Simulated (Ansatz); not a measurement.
Rhombohedral A7 Sb

All values below come from LDA+SOC in Ansatz (plane waves, PAW).

Settings: plane-wave cutoff 520 eV, 18×18×18 k mesh, Fermi–Dirac smearing 0.079 eV (set by the program), PAW data made under PBE.

Cell (relaxed at this level):

```cif
data_Sb2
_chemical_formula_sum 'Sb2'
_space_group_name_H-M_alt 'P 1'
_space_group_IT_number 1
_cell_length_a 4.41785
_cell_length_b 4.41785
_cell_length_c 4.41785
_cell_angle_alpha 58.177
_cell_angle_beta 58.177
_cell_angle_gamma 58.177
loop_
_space_group_symop_operation_xyz
  'x, y, z'
loop_
_atom_site_label
_atom_site_type_symbol
_atom_site_fract_x
_atom_site_fract_y
_atom_site_fract_z
_atom_site_occupancy
Sb1 Sb 0.76403 0.76403 0.76403 1
Sb2 Sb 0.23597 0.23597 0.23597 1
```

```yaml
elastic constant C11: 101 GPa
elastic constant C12: 29.0 GPa
elastic constant C13: 28.9 GPa
elastic constant C33: 54.9 GPa
elastic constant C44: 40.4 GPa
elastic constant C66: 35.8 GPa
Voigt–Reuss–Hill bulk modulus: 45.9 GPa
polycrystal shear modulus (Hill average): 28.9 GPa
young_modulus: 71.6 GPa
poisson_ratio: 0.240
```

Elastic constants are with the ions relaxed.

The computed numbers hold no vibrational or temperature effects.

Ansatz is a first-principles code.
